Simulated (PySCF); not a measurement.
# Dipole moment and polarisability across levels of theory

Species: difluorosilane, F2H2Si.
Cartesian coordinates in Å at the PBE0-D3(BJ)/def2-SVP level; atoms count from 1:
```
atom  x, y, z in Å
F1    -1.257   -0.941   -0.120
Si2    0.000    0.061    0.000
F3     1.345   -0.820   -0.117
H4    -0.027    0.696    1.336
H5    -0.045    1.010   -1.134
```

PySCF, dipoles from the SCF density, polarisabilities from static response with core orbitals frozen. Geometry: PBE0-D3(BJ)/def2-SVP; no solvent, vibrations or thermal averaging.

Problem. Compare the levels for these properties.

Solution. 

```
              level  μ (D)  error (%)  α (Å³)  anisotropy (Å³)
     PBE0/def2-SVPD  1.769      +14.9    3.88             0.21
BHandHLYP/def2-SVPD  1.894      +23.0    3.70             0.25
CAM-B3LYP/def2-SVPD  1.822      +18.3    3.88             0.22
  wB97X-D/def2-SVPD  1.799      +16.8    3.86             0.20
  LC-wPBE/def2-SVPD  1.791      +16.3    3.85             0.18
        PBE0/6-31G*  1.588       +3.1    2.84             0.38
      PBE0/def2-SVP  1.617       +5.0    3.00             0.51
       PBE0/6-31+G*  1.837      +19.3    3.32             0.39
   PBE0/aug-cc-pVDZ  1.739      +12.9    3.91             0.22
     PBE0/def2-TZVP  1.628       +5.7    3.52             0.30
    PBE0/def2-TZVPD  1.665       +8.1    3.93             0.24
   PBE0/aug-cc-pVTZ  1.686       +9.5    3.94             0.23
```

Reference dipole: 1.540 D (measured, gas; NIST CCCBDB Release 22 (SRD 101), experimental dipoles). The anisotropy is √(½[(α1 − α2)² + (α2 − α3)² + (α3 − α1)²]). For the dipole, the smallest error is 3.1% (PBE0/6-31G*) and the largest 23.0% (BHandHLYP/def2-SVPD). The dipole runs from 1.59 D (PBE0/6-31G*) to 1.89 D (BHandHLYP/def2-SVPD). No reference polarisability is at hand; against PBE0 in the largest diffuse basis at hand (aug-cc-pVTZ) the other PBE0 rows deviate by 6-31G* -28%, def2-SVP -24%, 6-31+G* -16%, def2-SVPD -2%, aug-cc-pVDZ -1%, def2-TZVP -11%, def2-TZVPD 0%. In one basis (def2-SVPD) the functionals order the polarisability from BHandHLYP (lowest) to CAM-B3LYP (highest), a spread of 5%. With PBE0 the polarisability is 3.12 Å³ without diffuse functions (mean of 6-31G*, def2-SVP and def2-TZVP) and 3.79 Å³ with them (mean of 6-31+G*, def2-SVPD, aug-cc-pVDZ, def2-TZVPD and aug-cc-pVTZ). Measured values can belong to vibrating molecules; the computed ones are for one fixed geometry.
